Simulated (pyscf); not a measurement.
PySCF, gas phase, ωB97X-D3(BJ)/def2-SVP geometries.

**Question.** For the elementary gas-phase step `[CH4]` + `[F][Ga]([F])[F]` → `[CH3][Ga]([F])[F]` + `[FH]` (singlet surface; C–H, F–Ga broken, C–Ga, F–H formed), what barrier and reaction energy does ωB97M-D3(BJ)/def2-TZVP give, measured from the separated reactants?

**Answer.** ΔE‡ = 27.6 kcal/mol, ΔE = +15.0 kcal/mol. Zero-point energy shifts the barrier by -1.4 kcal/mol. It is a four-centre exchange, with an imaginary mode of 1182i cm⁻¹. On the reactant side the descent ends in a complex, 6.9 kcal/mol under the separated species and 33.4 kcal/mol under the saddle at ωB97X-D3(BJ)/def2-TZVP. On the product side the descent ends in an adduct with a F–Ga contact (not fully relaxed), 13.0 kcal/mol under the separated species and 24.8 kcal/mol under the saddle at ωB97X-D3(BJ)/def2-TZVP. What is counted as broken (F–Ga) persists as a longer contact in the product adduct; parting that adduct is a step of its own. This is the saddle that the search found; another between the same sides may lie lower. Elements up to Kr have no core potential and no relativistic terms here.
